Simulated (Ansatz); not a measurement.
# AlCO (doublet): the correlation ladder, def2-TZVPP

One table from this session's results is given with a row withheld; the runs are named, their logs left out.

Computed with Ansatz 0.2.0, Gaussian basis. Level: def2-TZVPP, core rule «outside noble gas», up to 7 orbitals frozen.

The runs, in order: UHF; ROHF; CCSD(T) on UHF.

2 further runs of the same task are left out: 2 set aside as unsound or not needed.

**The geometry**

The geometry is a PBE0/def2-TZVP stationary point (not a proven minimum).

3 atoms, charge 0, spin multiplicity 2.

Atoms are counted from 1 here; the program's logs count them from 0.

Bond lengths: C1–Al2 1.973 Å, Al2–O3 1.599 Å. Angles: C1–Al2–O3 180.0°.

As a file:

```
C     0.0000    0.0000    1.8484
Al    0.0000    0.0000   -0.1246
O     0.0000    0.0000   -1.7239
```

Set-up of the first run:

Input file in.yaml:

```yaml
crystal:
  periodic: [false, false, false]
  atoms:
    - {symbol: C, position_ang: [0.000000, 0.000000, 1.848433]}
    - {symbol: Al, position_ang: [0.000000, 0.000000, -0.124566]}
    - {symbol: O, position_ang: [0.000000, 0.000000, -1.723867]}
basis:
  gaussian: {orbitals: def2-TZVPP}
magnetization: {spin_polarized: true, initial_magnetization: 1}
hamiltonian: {xc: hf}
output: {orbitals: {seedname: orbitals}}
```

Launch:

```
> ansatz run in.yaml --threads 1 --pin off --events-out ev --progress --plain --max-ram 2816MiB --backend cpu
```

Steps of the session up to this table: UHF; ROHF; CCSD(T) on UHF.

One of the session's tables, all rows but one given; the rest of the session is left out.

| method | from UCCSD(T) (meV) |
| --- | --- |
| ROHF | +12402.7 |
| UHF | +11695.5 |
| UMP2 | +1102.8 |
| UCCSD | ? |
| UCCSD(T) | 0 |

Estimate the missing values for UCCSD.

**Answer.** from UCCSD(T) (meV): +660.8. In the column «from UCCSD(T) (meV)» it lies between UCCSD(T) (0) and UMP2 (+1102.8).

The program flags UCCSD(T) as in doubt (see the logs), so the zero of the table is itself unsure.

With the free atoms at the same levels and basis (separate runs), the atomisation energy is 6.959 eV at UCCSD(T), 3.174 eV at ROHF.

To keep in mind: The determinant is far from a pure spin state, so its energy mixes those of several spin states (harmless only where they are near-degenerate, as at dissociation). The program flags UCCSD(T) as in doubt, so the zero of the table is itself unsure.
